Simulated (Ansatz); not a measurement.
Geometry optimisation, Ansatz 0.2.0, RKS PBE0-D4/6-31G*.

input.yaml

```yaml
crystal:
  periodic: [false, false, false]
  atoms:
    - { symbol: Si, position_ang: [-0.05253, -0.13593, -1.050281] }
    - { symbol: H, position_ang: [1.110309, -0.167289, 1.346508] }
    - { symbol: H, position_ang: [1.631819, 0.152528, 0.992619] }
    - { symbol: Cl, position_ang: [-0.933021, 1.710172, -0.587057] }
    - { symbol: F, position_ang: [-0.926577, -1.118781, -0.114289] }
basis:
  gaussian: { orbitals: "6-31G*" }
hamiltonian:
  xc: pbe0
  dispersion: d4
relax:
  f_tol: 0.03
  max_steps: 50
```

Launched with:

```bash
$ ansatz run input.yaml --threads 1 --pin off --max-ram 2048MiB --backend cpu --events-out ev --progress --plain --runs-dir out
```

Question: Where does it end, and by what steps?

Answer: The forces met the threshold. The force dipped under the threshold on the way, but the program's further checks kept it going. After 14 steps the energy has fallen by 0.091 eV; H3 moved furthest, 0.61 Å.

| step | energy less start (eV) | largest force component (eV/Å) | accepted |
| --- | --- | --- | --- |
| 0 | 0.0000 | 1.205 | yes |
| 1 | -0.0725 | 0.282 | yes |
| 2 | -0.0806 | 0.192 | yes |
| 3 | -0.0843 | 0.109 | yes |
| 4 | -0.0857 | 0.104 | yes |
| 5 | -0.0870 | 0.122 | yes |
| 6 | -0.0872 | 0.093 | yes |
| 7 | -0.0823 | 0.431 | no |
| 8 | -0.0896 | 0.034 | yes |
| 9 | -0.0900 | 0.129 | yes |
| 10 | -0.0905 | 0.097 | yes |
| 11 | -0.0908 | 0.044 | yes |
| 12 | -0.0911 | 0.050 | yes |
| 13 | -0.0912 | 0.029 | yes |
| 14 | -0.0914 | 0.021 | yes |

```xyz
5
Properties=species:S:1:pos:R:3
Si -0.430 -0.115 -1.384
H 1.309 -0.303 1.384
H 1.943 0.068 1.507
Cl -1.192 1.761 -0.853
F -0.800 -0.970 -0.066
```

Whether the end is a true minimum wasn't checked by a vibrational analysis.

The run took 35 s on 1 thread of Intel(R) Xeon(R) Platinum 8259CL CPU @ 2.50GHz (Skylake/Cascade Lake) (shared host), peak memory 0.14 GiB.
